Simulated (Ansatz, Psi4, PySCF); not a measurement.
Reaction (SMILES): c1cccs1 [thiophene] → [c]1cccs1 + H atom (the C-H bond breaks)

Wanted: bond dissociation energy (enthalpy at 298 K), in kcal/mol. Terms: 6-31G* and kin with 6d, 5d where marked; LANL2DZ with its own core potentials from Na on; UHF or UKS for open shells; non-relativistic; no dispersion term unless named; no spin-orbit coupling; frozen cores in correlated levels. Ab initio and DFT rows: single points at B3LYP-D3(BJ) geometries (Ansatz, a program for electronic structure), with unscaled harmonic terms from B3LYP/6-31G* at its own minima. A UHF reference is markedly spin-contaminated in at least one set, which strains HF and MP2. The Hartree-Fock reference of c1ccsc1 is unstable towards a lower, spin-broken solution.

| level | program | bond dissociation energy (enthalpy at 298 K) (kcal/mol) |
|---|---|---|
| HF/LANL2DZ | Ansatz | 89.9 |
| HF/6-31G* | Ansatz | 88.1 |
| SVWN5/6-31G* | Ansatz | 127.2 |
| B3LYP/LANL2DZ | Ansatz | 120.0 |
| B3LYP/6-31G* | Ansatz | 116.5 |
| PBE0/6-31G* | Ansatz | 115.1 |
| M06-2X/6-31G* (5d) | PySCF | 117.0 |
| wB97X-D/6-31G* | Psi4 | 117.5 |
| MP2/3-21G | Ansatz | 122.7 |
| B3PW91/6-31G* (5d) | PySCF | 115.4 |
| PBE/def2-TZVPD | Ansatz | 114.0 |
| r2SCAN-D4/def2-TZVPD | Ansatz + dftd4 | 113.0 |
| B3LYP-D3(BJ)/def2-TZVPD | Ansatz + dftd3 | 117.1 |

No value to compare with is used here. The 10 habitual levels span 88.1 (HF/6-31G*) to 127.2 kcal/mol (SVWN5/6-31G*); B3LYP-D3(BJ)/def2-TZVPD gives 117.1.

The levels are drawn from those run, B3LYP/6-31G* more often than the rest, none by its result; runs whose electronic state is in doubt are left out.
